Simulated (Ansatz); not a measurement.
The inner images of a band of C2H6Si (9 atoms, charge 0, multiplicity 1) are given out of order.

All numbers below come from RKS B3LYP/STO-3G in Ansatz.

Initial state:

```xyz
9
Properties=species:S:1:pos:R:3
C -0.582 0.502 -0.559
C 0.426 -0.610 -0.131
Si 1.537 -0.168 1.374
H -1.207 0.172 -1.405
H -0.057 1.418 -0.876
H -1.252 0.772 0.272
H 1.026 -0.894 -1.010
H -0.157 -1.508 0.144
H 0.354 0.270 2.175
```

Final state:

```xyz
9
Properties=species:S:1:pos:R:3
C -0.644 0.798 -0.763
C 0.282 -0.356 -0.378
Si 0.686 -0.823 1.187
H -1.487 0.446 -1.386
H -0.112 1.564 -1.356
H -1.070 1.299 0.121
H 0.698 -0.897 -1.236
H 1.571 -1.930 1.446
H 0.165 -0.146 2.348
```

Question: Put them in order from the first end to the last, with their energies above the first end.
A.
```xyz
9
Properties=species:S:1:pos:R:3
C -0.627 0.740 -0.672
C 0.476 -0.225 -0.302
Si 1.126 -0.623 1.254
H -1.425 0.142 -1.155
H -0.309 1.507 -1.395
H -1.062 1.218 0.219
H 0.887 -0.771 -1.167
H 0.799 -2.001 0.975
H 0.223 -0.035 2.227
```
B.
```xyz
9
Properties=species:S:1:pos:R:3
C -0.584 0.520 -0.572
C 0.467 -0.553 -0.137
Si 1.483 -0.244 1.459
H -1.362 0.078 -1.216
H -0.105 1.328 -1.148
H -1.090 0.980 0.292
H 1.101 -0.785 -1.007
H -0.065 -1.494 0.104
H 0.244 0.123 2.210
```
C.
```xyz
9
Properties=species:S:1:pos:R:3
C -0.634 0.789 -0.727
C 0.389 -0.274 -0.363
Si 0.905 -0.685 1.194
H -1.478 0.269 -1.218
H -0.268 1.553 -1.434
H -1.035 1.292 0.167
H 0.816 -0.805 -1.222
H 1.199 -2.086 1.279
H 0.194 -0.099 2.306
```
D.
```xyz
9
Properties=species:S:1:pos:R:3
C -0.614 0.573 -0.596
C 0.515 -0.434 -0.154
Si 1.408 -0.513 1.476
H -1.419 0.075 -1.161
H -0.196 1.343 -1.279
H -1.068 1.119 0.248
H 1.037 -0.760 -1.067
H 0.215 -1.491 0.348
H 0.210 0.042 2.169
```
E.
```xyz
9
Properties=species:S:1:pos:R:3
C -0.635 0.652 -0.622
C 0.533 -0.263 -0.222
Si 1.302 -0.629 1.366
H -1.427 0.084 -1.140
H -0.271 1.418 -1.332
H -1.075 1.160 0.250
H 0.950 -0.764 -1.120
H 0.475 -1.722 0.646
H 0.238 0.020 2.158
```

Answer: B (+0.9 kcal/mol), D (+16.3 kcal/mol), E (+43.1 kcal/mol), A (+25.3 kcal/mol), C (+7.8 kcal/mol).

Time of the run: 85 s on 1 thread of Arm Neoverse V2, with other jobs on the host, peak memory 0.1 GiB.
